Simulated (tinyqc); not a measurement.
Inside a calculation. Method: extended Hueckel theory, for H3S+. The parameters take no account of the charge, which enters only through the electron count. One step of it, computed by the program tinyqc.

Question. Wolfsberg-Helmholz matrix. H_ij = K' S_ij (H_ii + H_jj)/2 for i != j (the diagonal keeps H_ii), with K' = K + D^2 + D^4 (1 - K), D = (H_ii - H_jj)/(H_ii + H_jj), K = 1.5.

overlap S, lower triangle:
```
           1S 3s     1S 3px     1S 3py     1S 3pz     2H 1s     3H 1s     4H 1s
1S 3s   1.000000
1S 3px  0.000000   1.000000
1S 3py  0.000000   0.000000   1.000000
1S 3pz  0.000000   0.000000   0.000000   1.000000
2H 1s   0.387644   0.453091   0.000000  -0.195097  1.000000
3H 1s   0.387691  -0.226390   0.392509  -0.195124  0.088906  1.000000
4H 1s   0.387691  -0.226390  -0.392509  -0.195124  0.088906  0.088800  1.000000
```

diagonal H_ii (eV): 1S 3s -20.000000, 1S 3px -13.300000, 1S 3py -13.300000, 1S 3pz -13.300000, 2H 1s -13.600000, 3H 1s -13.600000, 4H 1s -13.600000

K = 1.500000

Give: H.

Answer.

H (eV), lower triangle:
```
           1S 3s    1S 3px    1S 3py    1S 3pz     2H 1s     3H 1s     4H 1s
1S 3s   -20.0000
1S 3px    0.0000  -13.3000
1S 3py    0.0000    0.0000  -13.3000
1S 3pz    0.0000    0.0000    0.0000  -13.3000
2H 1s   -10.0006   -9.1419    0.0000    3.9364  -13.6000
3H 1s   -10.0018    4.5678   -7.9195    3.9370   -1.8137  -13.6000
4H 1s   -10.0018    4.5678    7.9195    3.9370   -1.8137   -1.8115  -13.6000
```
